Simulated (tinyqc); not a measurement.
Inside a calculation. Method: UHF in the sto-3g basis, for HF, spin multiplicity 1. This run ends on a higher stationary point, not on the lowest solution. One step of it, computed by the program tinyqc.

Question. Iteration 1: diagonalisation and new density. A level shift of 1 hartree raises the virtual space: F + shift (S - S D(s) S), with D(s) the density of one spin. Diagonalise F' = X^T F X, C = X C', fill 5 alpha and 5 beta electrons from the bottom; D(s) = C_occ C_occ^T. Each column has its largest component positive (the first on a tie).

F(alpha) (hartree), lower triangle:
```
             1F 1s      1F 2s     1F 2px     1F 2py     1F 2pz      2H 1s
1F 1s   -25.883214
1F 2s    -6.621645  -2.995584
1F 2px    0.000094  -0.002821  -0.457141
1F 2py   -0.003749   0.112742  -0.007563  -0.155113
1F 2pz   -0.005100  -0.022530  -0.001784   0.071305  -0.471649
2H 1s    -0.517186  -0.525654   0.003555  -0.142072  -0.274057  -0.182329
```

F(beta) (hartree), lower triangle:
```
             1F 1s      1F 2s     1F 2px     1F 2py     1F 2pz      2H 1s
1F 1s   -25.883214
1F 2s    -6.621645  -2.995584
1F 2px   -0.000094   0.002821  -0.457141
1F 2py    0.003749  -0.112742  -0.007563  -0.155113
1F 2pz   -0.005100  -0.022530   0.001784  -0.071305  -0.471649
2H 1s    -0.517186  -0.525654  -0.003555   0.142072  -0.274057  -0.182329
```

X, lower triangle:
```
            1F 1s      1F 2s    1F 2px    1F 2py     1F 2pz     2H 1s
1F 1s    1.022498
1F 2s   -0.125890   1.042894
1F 2px   0.000000   0.000000  1.000000
1F 2py   0.000000   0.000000  0.000000  1.000000
1F 2pz  -0.002172   0.018196  0.000000  0.000000   1.015971
2H 1s    0.012007  -0.119957  0.000000  0.000000  -0.105737  1.035969
```

D(alpha) at the start, lower triangle:
```
            1F 1s      1F 2s     1F 2px     1F 2py     1F 2pz     2H 1s
1F 1s    1.057069
1F 2s   -0.241391   1.027001
1F 2px  -0.001073   0.004867   0.999740
1F 2py   0.042865  -0.194485   0.010379   0.585243
1F 2pz   0.006781  -0.016586   0.003576  -0.142898   0.994480
2H 1s   -0.012496  -0.014414  -0.012723   0.508400  -0.044015  0.475760
```

D(beta) at the start, lower triangle:
```
            1F 1s      1F 2s     1F 2px     1F 2py     1F 2pz     2H 1s
1F 1s    1.057069
1F 2s   -0.241391   1.027001
1F 2px   0.001073  -0.004867   0.999740
1F 2py  -0.042865   0.194485   0.010379   0.585243
1F 2pz   0.006781  -0.016586  -0.003576   0.142898   0.994480
2H 1s   -0.012496  -0.014414   0.012723  -0.508400  -0.044015  0.475760
```

overlap S, lower triangle:
```
           1F 1s     1F 2s    1F 2px    1F 2py    1F 2pz     2H 1s
1F 1s   1.000000
1F 2s   0.237990  1.000000
1F 2px  0.000000  0.000000  1.000000
1F 2py  0.000000  0.000000  0.000000  1.000000
1F 2pz  0.000000  0.000000  0.000000  0.000000  1.000000
2H 1s   0.018308  0.221375  0.000000  0.000000  0.199442  1.000000
```

Give: F' = X^T F X; orbital energies; coefficients C; F' = X^T F X; orbital energies; coefficients C; D(alpha) after iteration 1; D(beta) after iteration 1.

Answer.

F' = X^T F X (alpha) (hartree), lower triangle:
```
          1        2        3        4        5       6
1  -25.4138
2   -3.3974  -1.7761
3    0.0010  -0.0066  -0.4569
4   -0.0403   0.2652  -0.0179   0.2596
5   -0.0208   0.0459  -0.0045   0.1793  -0.4102
6    0.0024  -0.4038   0.0159  -0.6347  -0.3298  0.4731
```

orbital energies (alpha) (hartree): MO1 -25.8926, MO2 -1.3962, MO3 -0.5155, MO4 -0.4573, MO5 -0.2545, MO6 1.1918

coefficients C (alpha):
```
            MO1      MO2      MO3     MO4      MO5      MO6
1F 1s    0.9950  -0.2598   0.0230  0.0000   0.0120   0.0585
1F 2s    0.0206   1.0059  -0.1105  0.0000  -0.0943  -0.2911
1F 2px   0.0000   0.0023  -0.0021  0.9997  -0.0197   0.0151
1F 2py   0.0002  -0.0913   0.0850  0.0250   0.7876  -0.6029
1F 2pz   0.0008   0.0291   0.9137  0.0000  -0.3335  -0.3113
2H 1s   -0.0028   0.0693   0.2560  0.0000   0.6040   0.8147
```

F' = X^T F X (beta) (hartree), lower triangle:
```
          1        2        3        4        5       6
1  -25.4138
2   -3.3974  -1.7761
3   -0.0010   0.0066  -0.4569
4    0.0403  -0.2652  -0.0179   0.2596
5   -0.0208   0.0459   0.0045  -0.1793  -0.4102
6    0.0024  -0.4038  -0.0159   0.6347  -0.3298  0.4731
```

orbital energies (beta) (hartree): MO1 -25.8926, MO2 -1.3962, MO3 -0.5155, MO4 -0.4573, MO5 -0.2545, MO6 1.1918

coefficients C (beta):
```
            MO1      MO2      MO3     MO4      MO5      MO6
1F 1s    0.9950  -0.2598   0.0230  0.0000  -0.0120   0.0585
1F 2s    0.0206   1.0059  -0.1105  0.0000   0.0943  -0.2911
1F 2px   0.0000  -0.0023   0.0021  0.9997  -0.0197  -0.0151
1F 2py  -0.0002   0.0913  -0.0850  0.0250   0.7876   0.6029
1F 2pz   0.0008   0.0291   0.9137  0.0000   0.3335  -0.3113
2H 1s   -0.0028   0.0693   0.2560  0.0000  -0.6040   0.8147
```

D(alpha) after iteration 1, lower triangle:
```
          1F 1s    1F 2s   1F 2px   1F 2py  1F 2pz   2H 1s
1F 1s    1.0581
1F 2s   -0.2445   1.0334
1F 2px  -0.0009   0.0044   0.9998
1F 2py   0.0353  -0.1755   0.0091   0.6366
1F 2pz   0.0102  -0.0402   0.0047  -0.1877  0.9468
2H 1s   -0.0076  -0.0156  -0.0123   0.4912  0.0344  0.4351
```

D(beta) after iteration 1, lower triangle:
```
          1F 1s    1F 2s   1F 2px   1F 2py  1F 2pz   2H 1s
1F 1s    1.0581
1F 2s   -0.2445   1.0334
1F 2px   0.0009  -0.0044   0.9998
1F 2py  -0.0353   0.1755   0.0091   0.6366
1F 2pz   0.0102  -0.0402  -0.0047   0.1877  0.9468
2H 1s   -0.0076  -0.0156   0.0123  -0.4912  0.0344  0.4351
```
